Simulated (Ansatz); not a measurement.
## Other spins and charges of SiH, doublet at one geometry

Geometry (PBE0/def2-TZVP stationary point for this spin):

```xyz
2

Si    0.0000    0.0000    0.0000
H     0.0000    0.0000    1.5317
```

Basis cc-pVTZ; Ansatz 0.2.0. Only valence electrons are correlated (noble-gas cores frozen). Prefix R: restricted or restricted open-shell reference; prefix U: unrestricted. Active spaces: valence = (5e, 5o) chosen from the atoms' valence shells.

Gaps are energies of the second state less the first, at fixed atoms, for a selection of the levels run; each method lands on the state that its own search finds for that charge and spin.

For open shells CISD is restricted-active-space CI with the open shells as a complete middle space.

Question: PBE gives 1.609 eV for quartet less doublet. Estimate what full CI gives in cc-pVTZ.

Answer: Full CI in cc-pVTZ gives 1.656 eV, so against it PBE is off by -0.047 eV.

```
                 level  gap (eV)  error (meV)
                 RCCSD     1.651           -5
              UCCSD(T)     1.655           -1
               BCCD(T)     1.657            1
                UCCSDT     1.654           -2
             RCCSDT(Q)     1.656            0
             UCCSDT(Q)     1.654           -2
CASSCF (valence space)     1.339         -317
MRCISD (valence space)     1.670           14
                  PBE0     1.575          -81
               wB97M-V     1.932          276
```

Question: PBE gives 10.053 eV for removing an electron, to the triplet. Estimate what full CI gives in cc-pVTZ.

Answer: Full CI in cc-pVTZ gives 10.119 eV, so against it PBE is off by -0.066 eV.

```json
{"level": "RHF", "gap (eV)": "9.022", "error (meV)": "-1097"}
{"level": "UHF", "gap (eV)": "9.037", "error (meV)": "-1082"}
{"level": "RMP2", "gap (eV)": "9.941", "error (meV)": "-178"}
{"level": "UCCSD", "gap (eV)": "10.079", "error (meV)": "-40"}
{"level": "RCCSDT", "gap (eV)": "10.117", "error (meV)": "-2"}
{"level": "UCCSDT(Q)", "gap (eV)": "10.117", "error (meV)": "-2"}
{"level": "CASSCF (valence space)", "gap (eV)": "9.238", "error (meV)": "-881"}
{"level": "B3LYP", "gap (eV)": "10.194", "error (meV)": "75"}
{"level": "B2PLYP", "gap (eV)": "10.054", "error (meV)": "-65"}
```

Removing an electron, to the singlet: 7.875 eV at full CI (doublet B1, singlet ion A1, in C2v).

```csv
level,gap (eV),error (meV)
RHF,7.357,-518
RMP2,7.807,-68
CISD,7.800,-75
RCCSD,7.821,-54
RCCSD(T),7.864,-11
BCCD(T),7.864,-11
RCCSDT,7.874,-1
RCCSDT(Q),7.875,0
CASSCF (valence space),6.866,-1009
NEVPT2 (valence space),7.640,-235
MRCISD (valence space),7.806,-69
MRCISD+Q (valence space),7.890,15
PBE,8.048,173
r2SCAN,8.205,330
PBE0,8.079,204
B3LYP,8.008,133
wB97M-V,7.718,-157
B2PLYP,7.873,-2
RPA-PBE,8.140,265
```

Full CI is exact within this basis and frozen core; it isn't the basis-set limit. The frozen core follows each run's orbitals, which can shift R against U totals by a few meV.
